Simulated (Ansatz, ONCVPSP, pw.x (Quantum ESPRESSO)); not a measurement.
## Which Al potential is closest to all-electron in the sc crystal?

All use LDA (Perdew-Wang 92), scalar-relativistic, no spin, cutoffs from each file’s atomic test, pw.x 7.5; 12³ k-points, Fermi–Dirac smearing 0.01 Ry. Δ is the rms difference from all-electron LAPW of the E(V) curves that follow from fits to the pressures, over ±6 % in volume. Mesh and smearing are coarse and serve the comparison alone. The files are a selection: those with a ghost or negative overlap were mostly not run, and those with noisy or unconverged pressures or nearly equal Δ are left out.

All-electron: a0 = 2.683 Å (V0 = 19.31 Å³/atom), B0 = 60.7 GPa.

Task: Rank them by Δ, smallest first.
A. optimised norm-conserving Vanderbilt (ONCV), ONCVPSP 4.0.1.1 (patched build), LDA (Perdew-Wang 92); core [Ne], reference 3s2 3p1; waves: 3s: rc 1.95 bohr, ncon 5, nbas 8, qcut 2.7 1/bohr, 2 projectors, debl 2.4 Ha; 3p: rc 2.20 bohr, ncon 4, nbas 8, qcut 4.1 1/bohr, 2 projectors, debl 1.6 Ha; d scattering state at 0.44 Ha: rc 2.00 bohr, ncon 3, nbas 7, qcut 4.9 1/bohr, 2 projectors, debl 3.8 Ha; local part: polynomial inside 1.60 bohr (lpopt 5, dvloc0 3 Ha); core correction: Teter function, fcfact 2.25, rcfact 1.8.
B. optimised norm-conserving Vanderbilt (ONCV), ONCVPSP 4.0.1.1 (patched build), LDA (Perdew-Wang 92); core [Ne], reference 3s2 3p1; waves: 3s: rc 2.05 bohr, ncon 4, nbas 9, qcut 2.8 1/bohr, 3 projectors, debl 1.1 Ha; 3p: rc 2.95 bohr, ncon 4, nbas 8, qcut 2.4 1/bohr, 1 projector; d scattering state at 0.2 Ha: rc 2.40 bohr, ncon 3, nbas 8, qcut 4.1 1/bohr, 3 projectors, debl 3.7 Ha; local part: polynomial inside 1.90 bohr (lpopt 5, dvloc0 1 Ha); core correction: none.
C. optimised norm-conserving Vanderbilt (ONCV), ONCVPSP 4.0.1.1 (patched build), LDA (Perdew-Wang 92); core [Ne], reference 3s2 3p1; waves: 3s: rc 1.60 bohr, ncon 4, nbas 8, qcut 4.6 1/bohr, local; 3p: rc 2.00 bohr, ncon 5, nbas 8, qcut 4.3 1/bohr, 2 projectors, debl 1.1 Ha; d scattering state at 0.02 Ha: rc 1.60 bohr, ncon 3, nbas 7, qcut 5.3 1/bohr, 2 projectors, debl 1.8 Ha; local part: the s channel; core correction: none.

Result: C (1.5 meV/atom), B (3.1 meV/atom), A (5.2 meV/atom).
